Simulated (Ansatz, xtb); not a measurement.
## Relative energy of two isomers of C4H4FN

Structure X: `N#C[C@@H]1C[C@@H]1F`, a singlet. Structure Y: `N#C[C@@H]1C[C@H]1F`, a singlet. Both are isolated molecules in the gas phase, relaxed with B3LYP/def2-SVP.

X (Å):

```xyz
10

C    -1.6929   -1.9312    0.0124
C    -0.9890   -0.7138    0.3278
C    -0.7783    0.3464   -0.7594
C     0.3749   -0.4580   -0.2827
F     0.8809   -1.4011   -1.1131
N    -2.2641   -2.9104   -0.2311
H    -1.1415   -0.3629    1.3539
H    -0.8603    1.3961   -0.4666
H    -1.1622    0.1012   -1.7530
H     1.1449   -0.0098    0.3543
```

Y (Å):

```xyz
10

C    -1.2095   -2.2592   -0.4670
C    -0.3863   -1.1633   -0.0218
C    -1.0081    0.1882    0.3471
C    -0.2009    0.0604   -0.8921
F     1.0390    0.6119   -0.9090
N    -1.8829   -3.1303   -0.8325
H     0.4975   -1.4542    0.5552
H    -2.0917    0.2984    0.2599
H    -0.5441    0.7054    1.1905
H    -0.6862    0.0890   -1.8733
```

Energies in hartree; the thermal terms are from B3LYP/def2-SVP harmonic frequencies (ideal gas, rigid rotor, one conformer each, 298.15 K, 1 atm) and include the zero-point energy:

```
                              X           Y
E, CCSD(T)/def2-SVP  −308.324803  −308.325875
    E, MP2/def2-SVP  −308.261433  −308.262565
  E, MP2/def2-TZVPP  −308.829036  −308.831085
  zero-point energy     0.072298     0.072175
       H(298 K) − E     0.078700     0.078630
       G(298 K) − E     0.043249     0.043092
```

Question: Correct the CCSD(T) difference for the basis set by the MP2 change, then work out ΔE, ΔE₀, ΔH and ΔG for X → Y in kcal/mol (1 Eh = 627.51 kcal/mol) and the equilibrium ratio [Y]/[X].

Answer: 1. Differences Y − X: CCSD(T) −0.001072, MP2 in the small set −0.001132, MP2 in the large set −0.002049 Eh.
2. ΔE = −0.001072 + (−0.002049 − (−0.001132)) = −0.001989 Eh = −1.25 kcal/mol.
3. ΔE₀ = ΔE + ΔZPE = −0.001989 + (−0.000123) Eh = −1.33 kcal/mol.
4. ΔH = ΔE + (−0.000070) Eh = −1.29 kcal/mol.
5. ΔG = ΔE + (−0.000157) Eh = −1.35 kcal/mol, so ΔS = (ΔH − ΔG)/T = +0.8 J/(mol K).
6. kT = 0.9442 mEh, so K = [Y]/[X] = exp(−ΔG/kT) = exp(+2.27) ≈ 9.7.

The sums favour Y, but ΔE leans on the basis-set step (CCSD(T) alone has the other sign or is under 1 kcal/mol), so the order isn't settled. An error of 1 kcal/mol in ΔG would change K by a factor of 5.4. Mirror images and further conformers aren't counted.

As drawn, both hold the same kinds of bond in the same numbers.

Other levels gave ΔE = −1.7 (GFN2-xTB); −0.5 (HF/STO-3G, GFN2-xTB geometries); −0.8 (r2SCAN-D4/def2-SVP, GFN2-xTB geometries); −0.9 (B3LYP/def2-SVP); −1.0 (HF/def2-SVP); −0.7 (MP2/def2-SVP); −0.7 (CCSD(T)/def2-SVP) kcal/mol. The correlated steps freeze 6 core orbitals. Programs: Ansatz 0.2.0, xtb 6.7.1.
